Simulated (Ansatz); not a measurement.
# C₂H₂FO+ (SMILES [OH+]=C=CF): single points off equilibrium

One table from this session's results is given with a row withheld; the runs are named, their logs left out.

The runs use Ansatz 0.2.0, Gaussian basis; single points in def2-TZVPP.

Correlated methods freeze the cores.

**Where the work starts**

SMILES `[OH+]=C=CF`, 6 atoms, charge 1, spin multiplicity 1.

Atoms are counted from 1 here; the program's logs count them from 0.

Bond lengths: O1–C2 1.196 Å, O1–H5 1.032 Å, C2–C3 1.275 Å, C3–F4 1.345 Å, C3–H6 1.200 Å. Angles: C2–O1–H5 122.8°, O1–C2–C3 167.4°, C2–C3–F4 129.8°, C2–C3–H6 118.7°, F4–C3–H6 111.3°.

Geometry (Å):

| atom | x (Å) | y (Å) | z (Å) |
| --- | --- | --- | --- |
| O1 | -0.3823 | 1.2686 | -0.7760 |
| C2 | -0.1660 | 0.2389 | -0.2082 |
| C3 | 0.0642 | -0.6978 | 0.6257 |
| F4 | -0.3840 | -1.9661 | 0.6424 |
| H5 | 0.1557 | 1.5759 | -1.6009 |
| H6 | 0.7328 | -0.4580 | 1.5929 |

The first run:

run/in.yaml

```yaml
crystal:
  periodic: [false, false, false]
  atoms:
    - {symbol: O, position_ang: [-0.382300, 1.268600, -0.776000]}
    - {symbol: C, position_ang: [-0.166000, 0.238900, -0.208200]}
    - {symbol: C, position_ang: [0.064200, -0.697800, 0.625700]}
    - {symbol: F, position_ang: [-0.384000, -1.966100, 0.642400]}
    - {symbol: H, position_ang: [0.155700, 1.575900, -1.600900]}
    - {symbol: H, position_ang: [0.732800, -0.458000, 1.592900]}
basis:
  gaussian: {orbitals: def2-TZVPP}
total_charge: 1
correlation: {method: ccsd_t}
output: {forces: true}
```

The command line of these runs was not kept.

Steps of the session up to this table: CCSD(T)/def2-TZVPP; PBE0-D4/def2-TZVPP; wB97M-V/def2-TZVPP; r2SCAN-D4/def2-TZVPP; PBE-D4/def2-TZVPP; LC-wPBE/def2-TZVPP; wB97X-V/def2-TZVPP.

One table of the session follows, with a row left open; its other results are not shown here.

| method | RMS force component (eV/Å) | angle to CCSD(T) forces (°) |
| --- | --- | --- |
| CCSD(T) | 1.789 | reference |
| PBE0-D4 | 1.597 | 8.7 |
| wB97M-V | 1.623 | 6.2 |
| r2SCAN-D4 | ? | ? |
| PBE-D4 | 1.539 | 5.8 |
| LC-wPBE | 1.612 | 8.9 |
| wB97X-V | 1.669 | 5.0 |

Estimate the missing values for r2SCAN-D4.

The run gave: RMS force component (eV/Å): 1.558; angle to CCSD(T) forces (°): 5.0. In the column «RMS force component (eV/Å)» it lies between PBE-D4 (1.539) and PBE0-D4 (1.597).
